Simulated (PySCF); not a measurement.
**Assigning NMR signals**

Cartesian coordinates in Å; atom numbers follow the order of the lines, from 1:
```xyz
9

O     0.684   -1.215    1.753
C     0.354   -0.505    0.851
C     0.472    0.927    0.506
C    -0.187    0.757   -0.649
C    -0.406   -0.728   -0.478
H     0.916    1.772    1.000
H    -0.477    1.420   -1.443
H     0.099   -1.373   -1.196
H    -1.440   -1.051   -0.368
```

Method: NMR shieldings at PBE0/pcSseg-1/GIAO, couplings computed with B3LYP/pcJ-1, coordinates at the GFN2-xTB level, in PySCF 2.14.0 with density-fitted response routines (no solvent, rapidly exchanging positions averaged, single conformer, non-relativistic Hamiltonian).

Referencing at the same level of theory: ¹³C (σref 186.93), ¹H (σref 31.72) vs TMS.

(1) Assign these signals to the numbered atoms. ¹³C{¹H} NMR (computed): δ 190.5, 172.2, 148.6, 52.9.

(2) Assign these signals to the numbered atoms. ¹H NMR (500 MHz, computed): δ 8.55 (dt, J = 3.2, 1.5 Hz, 1H), 6.20 (dt, J = 3.2, 1.5 Hz, 1H), 3.34 (t, J = 1.5 Hz, 2H).

Answers

(1) 
190.5 → C2, ketone carbonyl carbon: the double bond to the heteroatom, with no lone-pair donor beside it, deshields it most
172.2 → C4, β carbon of a C=C–C=O unit: conjugation with the carbonyl draws π density from the β position
148.6 → C3, α carbon of a C=C–C=O unit: as expected for a trigonal carbon in a double bond
52.9 → C5, sp3 CH2 α to a carbonyl: α to the electron-withdrawing carbonyl group

(2) 
8.55 → H7, hydrogen on a β carbon of a C=C–C=O unit
6.20 → H6, hydrogen on an α carbon of a C=C–C=O unit: a vinylic proton, deshielded by the sp2 carbon and the C=C anisotropy
3.34 → H8/H9, hydrogen on an sp3 CH2 α to a carbonyl

Splittings below 1 Hz are ignored in the labels, and close J values are merged. Unscaled 3J(H,H) at this level run about 10 % above measured values. Shifts are as computed. Against solution values, carbons near 30 ppm lie about +3 ppm off and those near 130 ppm about +5 ppm. Of 1211 compounds with measured shifts, 218 miss one by over three times the rms of a fit or turn the order of signals round; such compounds aren't used in these exercises.
